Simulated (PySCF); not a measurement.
Cartesian coordinates (Å):
```xyz
3

C      1.1552     0.0241     0.0000
C     -0.0448     0.0004     0.0000
H     -1.1105    -0.0245     0.0000
```
Charge 0, spin multiplicity 2.

**Question.** What is the computed total energy, highest occupied spin orbital and dipole moment (PBE0-D3(BJ)/def2-TZVP run with PySCF 2.14.0)?

**Answer.** 
The total energy is -76.5370 Ha and the highest occupied spin orbital comes out as -8.60 eV. The dipole moment is 0.78 D.
